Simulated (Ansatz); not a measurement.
# CH4 (triplet): wave-function methods side by side at distance H1–H2 along a hydrogen transfer = 0.820 Å, cc-pVTZ

How much of the correlation energy of CH4 (triplet) does each wave-function method recover here?

Computed with Ansatz 0.2.0, Gaussian basis. Level: cc-pVTZ, core rule «outside noble gas», up to 1 orbitals frozen.

Plan: UHF; CCSD(T) on ROHF; CCSD(T) on UHF; BCCD(T) on ROHF; CCSDT(Q) on ROHF; CCSDT(Q) on UHF; CASSCF and MRCISD+Q, 4 electrons in 4 orbitals; CASSCF and NEVPT2, 4 electrons in 4 orbitals; CASSCF and MRCISD+Q, 8 electrons in 8 orbitals; CASSCF and NEVPT2, 8 electrons in 8 orbitals.

**1. The system**

The geometry derives from fragments relaxed apart (PBE0/def2-TZVP) and kept rigid, so it is no stationary point. A hydrogen atom is moved between rigid fragments.

5 atoms, charge 0, spin multiplicity 3.

Atoms are counted from 1 here; the program's logs count them from 0.

Bond lengths: H1–H2 0.820 Å, C3–H4 1.079 Å, C3–H5 1.079 Å. Angles: H4–C3–H5 134.8°.

**2. UHF**

in.yaml

```yaml
crystal:
  periodic: [false, false, false]
  atoms:
    - {symbol: H, position_ang: [-2.165298, 0.000000, 0.000000]}
    - {symbol: H, position_ang: [-1.345298, 0.000000, 0.000000]}
    - {symbol: C, position_ang: [0.192702, 0.000000, 0.000000]}
    - {symbol: H, position_ang: [0.607170, 0.000000, 0.996161]}
    - {symbol: H, position_ang: [0.607170, 0.000000, -0.996161]}
basis:
  gaussian: {orbitals: cc-pVTZ}
magnetization: {spin_polarized: true, initial_magnetization: 2}
hamiltonian: {xc: hf}
output: {orbitals: {seedname: orbitals}}
```

The run is started by

```console
ansatz run in.yaml --threads 1 --pin off --events-out ev --progress --plain --max-ram 4096MiB --backend cpu
```

The runs that follow: CCSD(T) on ROHF; CCSD(T) on UHF; BCCD(T) on ROHF; CCSDT(Q) on ROHF; CCSDT(Q) on UHF; CASSCF and MRCISD+Q, 4 electrons in 4 orbitals; CASSCF and NEVPT2, 4 electrons in 4 orbitals; CASSCF and MRCISD+Q, 8 electrons in 8 orbitals; CASSCF and NEVPT2, 8 electrons in 8 orbitals.

Before running them: what should the planned runs give, taken together? Wanted: UCCSDT(Q) below the RHF energy; RMP2 from UCCSDT(Q); UMP2 from UCCSDT(Q); RCCSD from UCCSDT(Q); RCCSD(T) from UCCSDT(Q); UCCSD(T) from UCCSDT(Q); RCCSDT(Q) from UCCSDT(Q); NEVPT2 pair from UCCSDT(Q); MRCISD+Q pair from UCCSDT(Q).

The runs gave:

| quantity | value |
| --- | --- |
| UCCSDT(Q) below the RHF energy | -5.5148 eV |
| RMP2 from UCCSDT(Q) | +899.1 meV |
| UMP2 from UCCSDT(Q) | +892.1 meV |
| RCCSD from UCCSDT(Q) | +153.8 meV |
| RCCSD(T) from UCCSDT(Q) | +21.7 meV |
| UCCSD(T) from UCCSDT(Q) | +21.3 meV |
| RCCSDT(Q) from UCCSDT(Q) | +1.3 meV |
| NEVPT2 pair from UCCSDT(Q) | +847.0 meV |
| MRCISD+Q pair from UCCSDT(Q) | +45.8 meV |
| NEVPT2 valence from UCCSDT(Q) | +822.2 meV |
| levels within 1 kcal/mol (43 meV) | RCCSD(T), UCCSD(T), BCCD(T), RCCSDT, UCCSDT, RCCSDT(Q) |
| T1 diagnostic | 0.030 |
| effectively unpaired electrons | 2.01 |

In words: RCCSD(T) misses by +21.7 meV, 0.4 % of the correlation energy. One determinant dominates. Of the multireference levels listed MRCISD+Q valence comes nearest in total energy (+43.6 meV), which doesn't show that its space is the better one. These misses are within one basis, not against nature; the frozen cores of restricted and unrestricted runs differ, which can shift their rows.
